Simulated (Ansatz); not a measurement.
**Relaxing Os**

These are results of DFT r2SCAN, scalar-relativistic, plane waves, PAW (Ansatz 0.2.0), not measurements. Cutoff 500 eV, Γ-centred k mesh, Gaussian smearing, no spin polarisation in the final step.

The start puts Os on the diamond structure type (Fd-3m, No. 227), at a guessed volume.

```
CELL_PARAMETERS angstrom
0.00000 2.52717 2.52717
2.52717 0.00000 2.52717
2.52717 2.52717 0.00000
ATOMIC_POSITIONS crystal
Os 0.50000 0.50000 0.50000
Os 0.75000 0.75000 0.75000
```

Cell and atoms relax at zero pressure; the relaxation can't lower the symmetry of the start. After a coarse first stage the cell is made exact in the group found at 0.06 Å.

Energies count from the standard state of Os at the same level.

Problem. Describe the relaxed structure.

Solution. It keeps Fd-3m (No. 227). The result has the diamond structure. Conventional cell: a = 5.517 Å. Os is coordinated by 4 Os at 2.39 Å.

```xyz
2
Lattice="0.0000 2.7586 2.7586 2.7586 0.0000 2.7586 2.7586 2.7586 0.0000" Properties=species:S:1:pos:R:3 pbc="T T T"
Os    2.7586    2.7586    2.7586
Os    4.1379    4.1379    4.1379
```

Problem. What are its volume, energy, density and gap?

Solution. The volume per atom is 20.99 Å³, the density is 15.05 g/cm³ and the energy over the standard structure is 1.28 eV/atom. The gap on the 18×18×18 mesh is 0 eV (a metal).

The final run used a 18×18×18 mesh on its 2-atom cell and 0.10 eV smearing. For metals, differences of a few meV/atom aren't resolved. Spin–orbit coupling is left out. Symmetry constrained the relaxation, so the result can be a saddle point.

This diamond-type form isn't the element's structure at ambient conditions.